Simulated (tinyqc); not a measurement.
Geometry optimisation on the UHF/sto-6g surface (energies and gradients from PySCF), for LiH, spin multiplicity 3, step by step. Computed by tinyqc, a small Python program that keeps every step (integrals from PySCF). Settings: charge = 0, multiplicity = 3, basis = sto-6g, optimiser = sd, first Hessian = 1.0, largest step = 0.5, iteration cap = 30. Command: `OMP_NUM_THREADS=1 python tinyqc.py 23089 23090 out.jsonl` (the two numbers bound the seeds that draw the settings). One thread of a shared host (Intel(R) Xeon(R) Processor @ 2.60GHz), about 3 s of CPU time with the checks.

positions at the start (bohr):
```
            x         y         z
1Li  0.000000  0.000000  0.000000
2H   0.000000  0.000000  3.123717
```

Stop when the largest gradient component is below 3e-5 hartree/bohr.

Course of the optimisation:

| step | E (hartree) | largest gradient (hartree/bohr) |
|---|---|---|
| 1 | -7.85746757 | 2.10e-02 |
| 2 | -7.85830938 | 1.92e-02 |
| 3 | -7.85901273 | 1.76e-02 |
| 4 | -7.85960819 | 1.63e-02 |
| 5 | -7.86011809 | 1.51e-02 |
| 6 | -7.86055904 | 1.41e-02 |
| 7 | -7.86094369 | 1.32e-02 |
| 8 | -7.86128181 | 1.24e-02 |
| 9 | -7.86158109 | 1.17e-02 |
| 10 | -7.86184762 | 1.11e-02 |
| 11 | -7.86208632 | 1.05e-02 |
| 12 | -7.86230118 | 9.98e-03 |
| 13 | -7.86249547 | 9.50e-03 |
| 14 | -7.86267193 | 9.07e-03 |
| 15 | -7.86283280 | 8.67e-03 |
| 16 | -7.86298001 | 8.31e-03 |
| 17 | -7.86311517 | 7.97e-03 |
| 18 | -7.86323965 | 7.66e-03 |
| 19 | -7.86335463 | 7.37e-03 |
| 20 | -7.86346113 | 7.10e-03 |
| 21 | -7.86356002 | 6.84e-03 |
| 22 | -7.86365207 | 6.61e-03 |
| 23 | -7.86373795 | 6.39e-03 |
| 24 | -7.86381825 | 6.18e-03 |
| 25 | -7.86389347 | 5.99e-03 |
| 26 | -7.86396408 | 5.81e-03 |
| 27 | -7.86403047 | 5.63e-03 |
| 28 | -7.86409301 | 5.47e-03 |
| 29 | -7.86415202 | 5.32e-03 |
| 30 | -7.86420778 | 5.17e-03 |

Can the last value be used, and what does the course show?

Not by the stop rule. Not converged within 30 steps: the energy falls at every step, but slowly. Reruns: method bfgs, first Hessian 0.6, largest step 0.3: converged in 20 (E = -7.87096).
